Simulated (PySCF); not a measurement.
System: C3H7O (charge 0, doublet). It need not be the lowest isomer of its formula. SMILES: [CH2]OCC
Coordinates optimised at B3LYP-D3(BJ)/def2-TZVP (Ansatz):
```xyz
11

O      0.1665    -0.7093     0.1652
C     -0.0138     0.6792    -0.1182
C      1.4396    -1.1572     0.0994
C     -1.4905     0.9946    -0.0588
H      0.5477     1.2666     0.6160
H      0.3972     0.8950    -1.1115
H      2.1572    -0.5996    -0.4916
H      1.5421    -2.2189     0.2624
H     -2.0409     0.4061    -0.7938
H     -1.8914     0.7728     0.9309
H     -1.6552     2.0527    -0.2691
```
Charge 0, spin multiplicity 2.

Dispersion corrections to the total energy (kcal/mol) from the dftd3 and dftd4 libraries through PySCF: D3(BJ) without and D4 with the three-body term, each with the damping fitted for the functional named.

```tsv
functional	D3(BJ)	D4
PBE0	-3.17	(withheld)
BP86	-5.50	-4.44
revPBE	-10.17	-13.05
BLYP	(withheld)	-7.95
LC-wPBE	-3.32	(withheld)
B2GP-PLYP	-1.89	-1.43
HF	-32.11	-14.08
```

Task: Complete the blanks.

Result: 
- PBE0, D4: -2.90
- BLYP, D3(BJ): -7.81
- LC-wPBE, D4: -3.82
